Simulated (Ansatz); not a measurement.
**Trigonal Se: band gap by level of theory**

No measured value is used here.

| level (code) | value (eV) | cell (Å³/atom) |
|---|---|---|
| LDA+SOC (Ansatz) | 0.90 (indirect) | 27.26 |
| PBE (Ansatz) | 1.02 (indirect) | 27.26 |
| PBE+SOC (Ansatz) | 1.00 (indirect) | 27.26 |
| PBEsol (Ansatz) | 0.97 (indirect) | 27.26 |
| PBEsol+SOC (Ansatz) | 0.95 (indirect) | 27.26 |
| rVV10 (Ansatz) | 0.57 | 26.75 |
| r²SCAN-D4 (Ansatz) | 1.16 | 27.48 |
| HSE06 (Ansatz) | 1.78 (indirect) | 27.26 |
| HSE06+SOC (Ansatz) | 1.75 (indirect) | 27.26 |
| PBE0 (Ansatz) | 2.42 (indirect) | 27.26 |
| G0W0@PBE (Ansatz) | 1.69 ± 0.08 (indirect) | 27.26 |

Computed values are for a static lattice. Levels without +SOC have no spin–orbit coupling; where heavier elements are present it shifts gaps, mostly down, and can invert bands.  A ± on a computed value is a rough bar: the spread of its extrapolation, a floor set from checks against published values, or a statistical error. rVV10, r²SCAN-D4: the gap is read on the k mesh or supercell of the run alone and can be too large. Values are at the measured cell; rVV10 at the level's own equilibrium cell; r²SCAN-D4 at the level's own relaxed cell. Cutoffs and k meshes differ between the levels. Ansatz's density-functional and Hartree–Fock values are scalar-relativistic unless marked +SOC, with PAW data made under PBE.

Ansatz is a program for electronic structure.
